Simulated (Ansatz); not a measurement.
Geometry optimisation, RKS LDA/def2-SVP (Ansatz 0.2.0).

Input:

```yaml
crystal:
  periodic: [false, false, false]
  atoms:
    - { symbol: Al, position_ang: [0.0, 0.0, 0.0] }
    - { symbol: F, position_ang: [0.0, 0.0, 2.04] }
    - { symbol: H, position_ang: [1.351, 0.0, -0.78] }
    - { symbol: H, position_ang: [-1.351, 0.0, -0.78] }
    - { symbol: Si, position_ang: [0.1095, -2.4839, 0.8261] }
    - { symbol: H, position_ang: [-0.6805, -3.3291, -0.0645] }
    - { symbol: H, position_ang: [1.4971, -2.9379, 0.8228] }
    - { symbol: H, position_ang: [-0.427, -2.571, 2.1812] }
    - { symbol: H, position_ang: [0.0527, -1.1948, 1.9546] }
basis:
  gaussian: { orbitals: def2-SVP }
hamiltonian:
  xc: lda
relax:
  f_tol: 0.15
  max_steps: 25
  restrain:
    - { distance: [0, 4], at: 3.52, k: 30.0 }
    - { distance: [8, 1], at: 2.12, k: 30.0 }
    - { distance: [0, 1], at: 1.69, k: 30.0 }
    - { distance: [8, 4], at: 1.46, k: 30.0 }
```

Launched with:

```bash
$ ansatz run input.yaml --threads 1 --pin off --max-ram 2048MiB --backend cpu --events-out ev --progress --plain --runs-dir out
```

**Question.** Where does it end, and by what steps?

**Answer.** The forces met the threshold. The restraints hold the end off the free minimum; the threshold counts their pulls, which the force column leaves out. Restrained pairs: Al1–Si5 (2.62 → 3.51 Å), F2–H9 (1.20 → 2.13 Å), Al1–F2 (2.04 → 1.68 Å), Si5–H9 (1.71 → 1.49 Å). After 7 steps the energy has fallen by 2.144 eV (the restraints' own energy left out); H8 moved furthest, 0.86 Å.

```csv
step,energy less start (eV),largest force component (eV/Å),accepted
0,0.0000,2.086,yes
1,0.4913,2.393,yes
2,0.3529,2.191,yes
3,-0.2802,1.884,yes
4,-1.1970,1.485,yes
5,-1.8154,0.993,yes
6,-2.1079,0.356,yes
7,-2.1445,0.500,yes
```

```xyz
9
Properties=species:S:1:pos:R:3
Al -0.013 0.406 -0.018
F -0.017 0.700 1.636
H 1.405 0.406 -0.746
H -1.433 0.299 -0.733
Si 0.123 -2.880 1.211
H -0.710 -3.382 0.064
H 1.548 -3.319 1.031
H -0.438 -3.356 2.520
H 0.087 -1.392 1.235
```

Time of the run: 7.5 s on 1 thread of Intel(R) Xeon(R) 6975P-C (Granite Rapids), with other jobs on the host, peak memory 0.15 GiB.
